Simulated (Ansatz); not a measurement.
Ansatz (a first-principles code) input (B3LYP-D3(BJ)/def2-TZVP):

Ansatz 0.2 input:
```yaml
crystal:
  periodic: [false, false, false]
  atoms:
    - {symbol: C, position_ang: [-0.00373590, 0.00843587, 0.36099008]}
    - {symbol: C, position_ang: [-0.01459948, -0.74684917, -0.89295272]}
    - {symbol: C, position_ang: [0.00724172, 0.77070241, -0.88868031]}
    - {symbol: C, position_ang: [-0.00451352, 0.00412442, 1.66815005]}
    - {symbol: H, position_ang: [-0.92567234, -1.24672861, -1.19079426]}
    - {symbol: H, position_ang: [0.88151363, -1.27298871, -1.19109047]}
    - {symbol: H, position_ang: [0.91830417, 1.27246078, -1.18334619]}
    - {symbol: H, position_ang: [-0.88881926, 1.29834438, -1.18414584]}
    - {symbol: H, position_ang: [-0.01853717, -0.91529579, 2.23160007]}
    - {symbol: H, position_ang: [0.00878009, 0.91969738, 2.23789628]}
basis:
  gaussian:
    orbitals: def2-TZVP
hamiltonian:
  xc: b3lyp
  dispersion: d3bj
relax: {f_tol: 0.002, max_steps: 150}
```

End of the output:

```
mean field -4245.67157939 eV, -156.0255527229 hartree, gradient 2.2e-5 eV, S^2 0.000000; 1 other end points of the search recorded, 0 dependent functions left out
the calculation of the forces begins
reference -4245.67182760 eV, -156.0255618444 hartree; 15, 15 occupied and 145, 145 virtual orbitals, 984 factors
Total energy: -4245.95423660 eV, -156.0359401839 hartree
Atom 0 at    -0.004170     0.008135     0.356568 Å, force     0.000021    -0.000106    -0.000373 eV/Å
Atom 1 at    -0.014869    -0.756550    -0.889226 Å, force    -0.000323     0.000301     0.000139 eV/Å
Atom 2 at     0.007400     0.780296    -0.884600 Å, force     0.000270    -0.000284     0.000274 eV/Å
Atom 3 at    -0.004534     0.004117     1.672061 Å, force     0.000075     0.000217     0.000009 eV/Å
Atom 4 at    -0.932826    -1.246299    -1.193694 Å, force    -0.000084    -0.000124     0.000091 eV/Å
Atom 5 at     0.888683    -1.272777    -1.193049 Å, force     0.000071     0.000139    -0.000108 eV/Å
Atom 6 at     0.925565     1.271897    -1.185434 Å, force     0.000113     0.000116     0.000032 eV/Å
Atom 7 at    -0.895943     1.298310    -1.185997 Å, force    -0.000027    -0.000130     0.000012 eV/Å
Atom 8 at    -0.018126    -0.923091     2.232650 Å, force     0.000007    -0.000124     0.000052 eV/Å
Atom 9 at     0.008781     0.927865     2.238349 Å, force    -0.000122    -0.000005    -0.000127 eV/Å
Dipole moment:     0.000047     0.000278    -0.092926 e Å
```
